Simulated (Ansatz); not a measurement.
Crystal: SnO$_{3}$, ReO3 type, 4 atoms in the cell.

Method: PBE, plane waves, PAW datasets (generated soft set 1) in Ansatz.

Cutoff 420 eV; k-mesh 27×27×27 Γ-centred; Fermi–Dirac smearing of 0.0612 eV; no spin polarisation; no spin–orbit coupling.

The fit to the energies gives V₀ = 16.922 Å³/atom (a₀ = 4.075 Å), B₀ = 113 GPa, B₀′ = 4.83.

Question: What pressure does the program print at V = 16.239 Å³/atom, and how far above the lowest computed point (V = 16.916 Å³/atom) does the energy lie?

Answer: 5.17 GPa and 10.60 meV/atom. All points:

| V (Å³/atom) | a (Å) | E − E(min) (meV/atom) | P (GPa) |
| --- | --- | --- | --- |
| 15.901 | 3.9917 | 24.66 | 8.20 |
| 16.239 | 4.0198 | 10.60 | 5.17 |
| 16.577 | 4.0475 | 2.60 | 2.46 |
| 16.916 | 4.0749 | 0.00 | 0.05 |
| 17.254 | 4.1019 | 2.21 | -2.10 |
| 17.592 | 4.1285 | 8.70 | -4.01 |
| 17.930 | 4.1548 | 18.99 | -5.70 |

The published all-electron PBE values for this crystal (mean of FLEUR and WIEN2k, k-spacing 0.06 Å⁻¹; Bosoni et al., Nat. Rev. Phys. 6, 45 (2024)) are V₀ = 16.917 Å³/atom, B₀ = 113.3 GPa, B₀′ = 4.82.

The stress includes the program's correction for the finite plane-wave basis.

This cubic structure is a model: it isn't the usual form of the substance at ambient conditions, and such phases are metastable or hypothetical. Spin polarisation is left out, and a magnetic state may lie lower.
